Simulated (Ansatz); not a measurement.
## One elementary step

Start structure (SiPH7O, closed shell), relaxed at PBE0-D4/def2-TZVP:

```
10
angstrom
Si -0.0071 -0.6565 0.9914
H 0.8310 1.2630 -0.7601
H 0.2571 -2.0978 0.7556
H -1.2387 -0.5028 1.8049
O 1.2762 0.0963 1.6787
H -1.1987 1.4785 -1.0881
P -0.3590 0.3339 -1.0201
H 1.6481 0.7966 1.1290
H 0.3196 -0.1645 -2.1651
H -1.5285 -0.5466 -1.3263
```

The step: SiPH₇O ([OH][SiH2][PH4]) → SiPH₅O ([OH][SiH2][PH2]) + H₂; bonds formed: H2–H6; bonds broken: H2–P7, H6–P7. Ansatz 0.2.0; basis: def2-TZVPP and def2-QZVPP; cores frozen in the correlated methods. Extrapolation: Hartree–Fock as exp(−7.88 √X), correlation as X^−2.97. Energies below are by CCSD(T) at an estimated basis limit (MP2 extrapolated from triple and quadruple zeta, plus CCSD(T) − MP2 in triple zeta).

Task: What are the electronic barrier and the energy of the step, from the start structure to the end structure? (To be estimated.)

Result: By the calculation: Barrier 1.168 eV; step energy -1.760 eV (downhill); reverse barrier, their difference, 2.928 eV. Barrier and step energy count from the start structure, the reverse barrier from the end structure.

The saddle point: One imaginary mode of 1258i cm⁻¹.
```csv
pair,start (Å),saddle (Å),end (Å)
H2–H6,2.07,1.51,0.75
H2–P7,1.53,2.20,4.14
H6–P7,1.42,1.44,3.48
```

Zero-point energy (harmonic, PBE0-D4): ZPE is 1.781 eV at the start and 1.651 eV at the saddle, so the barrier goes from 1.168 to 1.038 eV.

First-order rate constant out of the start structure at 698 K by transition-state theory, with harmonic vibrational free energies alone and no tunnelling: ΔA‡ = 1.067 eV, so k = (kB T/h) exp(−ΔA‡/kB T) ≈ 10^5 s⁻¹ (an order of magnitude at best: rotation, the number of equivalent paths and anharmonicity are left out).

The T1 diagnostic stays at or below 0.019.

Labels in which every atom is bracketed show which atoms are joined, not bond orders.

For scale, one of the runs: CCSD(T)/def2-TZVPP, 213 basis functions, launched by `ansatz run in.yaml --threads 4 --pin off --events-out ev --progress --plain --max-ram 9574MiB`. Time: 42 s of wall clock on 4 CPU threads of an Arm Neoverse V1; the host was shared. Peak host memory: 2.9 GiB.
